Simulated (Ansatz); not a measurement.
Input file:

```yaml
crystal:
  periodic: [false, false, false]
  atoms:
    - {symbol: Ge, position_ang: [0.000000, 0.000000, 0.000000]}
    - {symbol: B, position_ang: [0.000000, 0.000000, 1.915800]}
basis:
  gaussian: {orbitals: aug-cc-pVDZ}
magnetization: {spin_polarized: false, initial_magnetization: 1}
correlation: {method: ccsd_t, electrons: outside_noble_gas}
output: {forces: true}
```

```sh
$ ansatz run in.yaml --threads 1 --pin off --events-out ev --progress --plain --max-ram 2393MiB
```

Output:

```
640 factors; integrals over basis functions are off by at most 9.2e-4 eV
mean field evaluation 1: about -57138.5106 eV, gradient 5.0e0 eV
mean field evaluation 2: about -57138.5178 eV, gradient 5.0e0 eV
mean field evaluation 4: about -57138.8033 eV, gradient 1.0e0 eV
mean field evaluation 8: about -57138.8405 eV, gradient 1.0e-1 eV
mean field evaluation 16: about -57138.8409 eV, gradient 4.6e-3 eV
mean field evaluation 32: about -57139.0697 eV, gradient 3.7e-1 eV
mean field evaluation 64: about -57138.8409 eV, gradient 6.0e-6 eV
mean field evaluation 96: about -57138.8409 eV, gradient 7.6e-5 eV
mean field evaluation 128: about -57138.9314 eV, gradient 1.6e0 eV
mean field evaluation 160: about -57134.2230 eV, gradient 7.3e0 eV
...
mean field -57139.48782624 eV, -2099.8374470786 hartree, gradient 1.2e-6 eV, S^2 0.750000; 19 other end points of the search recorded, 0 dependent functions left out
...
determinant -57139.48782624 eV, -2099.8374470786 hartree, with singles and doubles -57143.69682596 eV, -2099.9921249653 hartree
determinant -57139.07088724 eV, -2099.8221248529 hartree, with singles and doubles -57143.54894107 eV, -2099.9866902957 hartree
determinant -57139.07088724 eV, -2099.8221248529 hartree, with singles and doubles -57143.55049896 eV, -2099.9867475473 hartree
determinant -57138.97194013 eV, -2099.8184886134 hartree, with singles and doubles -57143.01168491 eV, -2099.9669464961 hartree
determinant -57138.84085280 eV, -2099.8136712429 hartree, with singles and doubles -57143.78799320 eV, -2099.9954752993 hartree
determinant -57135.59052611 eV, -2099.6942239404 hartree, with singles and doubles -57140.06377812 eV, -2099.8586129198 hartree
determinant -57139.48782624 eV, -2099.8374470786 hartree, with singles and doubles -57143.69124329 eV, -2099.9919198057 hartree
determinant -57139.07088724 eV, -2099.8221248529 hartree, with singles and doubles -57143.80768390 eV, -2099.9961989192 hartree
determinant -57139.07088724 eV, -2099.8221248529 hartree, with singles and doubles -57143.80767985 eV, -2099.9961987704 hartree
determinant -57138.84085280 eV, -2099.8136712429 hartree, with singles and doubles -57143.77172230 eV, -2099.9948773548 hartree
determinant -57138.97194013 eV, -2099.8184886134 hartree, with singles and doubles -57143.00207126 eV, -2099.9665932008 hartree
determinant -57135.59052611 eV, -2099.6942239404 hartree, with singles and doubles -57140.04969120 eV, -2099.8580952347 hartree
determinant -57139.07088724 eV, -2099.8221248529 hartree, with singles and doubles -57143.52686842 eV, -2099.9858791409 hartree
determinant -57139.07088724 eV, -2099.8221248529 hartree, with singles and doubles -57143.80767672 eV, -2099.9961986553 hartree
...
unrestricted determinant -57140.63343715 eV, -2099.8795475028 hartree, S^2 1.7988
15 core orbitals not correlated: weight in the atoms' cores, before any rotation towards them, 1.000 or more for the frozen orbitals, at most 0.000 for the correlated occupied ones
reference -57138.84085280 eV, -2099.8136712429 hartree; 4, 3 occupied and 40, 41 virtual orbitals, 640 factors
second order -4.20391521 eV of doubles, -0.03679201 eV of singles
...
cycle  13  -4.93087389 eV  change    2.7e-7 eV  update   2.9e-6
cycle  14  -4.93087483 eV  change   -9.4e-7 eV  update   2.1e-6
cycle  15  -4.93087581 eV  change   -9.8e-7 eV  update   1.6e-6
cycle  16  -4.93087608 eV  change   -2.7e-7 eV  update   1.4e-6
cycle  17  -4.93087643 eV  change   -3.5e-7 eV  update   1.4e-6
cycle   1  -4.93087655 eV  update   1.1e-6
cycle   2  -4.93087626 eV  change    2.8e-7 eV  update   1.1e-6
cycle   3  -4.93087605 eV  change    2.1e-7 eV  update   1.0e-6
cycle   4  -4.93087563 eV  change    4.2e-7 eV  update   9.3e-7
cycle   5  -4.93087578 eV  change   -1.6e-7 eV  update   8.5e-7
perturbative correction -0.37994749 eV, -0.0139628127 hartree
the calculation of the forces begins
Total energy: -57144.15167607 eV, -2100.0088403984 hartree
Atom 0 at     0.000000     0.000000     0.000000 Å, force     0.000000     0.000000    -0.424349 eV/Å
Atom 1 at     0.000000     0.000000     1.915800 Å, force    -0.000000    -0.000000     0.424349 eV/Å
Dipole moment:     0.000030     0.000007    -0.161398 e Å
```

Forces (eV/Å):
```
Ge   0.000  0.000 -0.424
B    0.000  0.000  0.424
```

The determinant lies 0.65 eV above the lowest one of its kind in the log.

Ran on 1 thread of Arm Neoverse V1, shared host: 39 s wall, 0.22 GiB peak host memory.
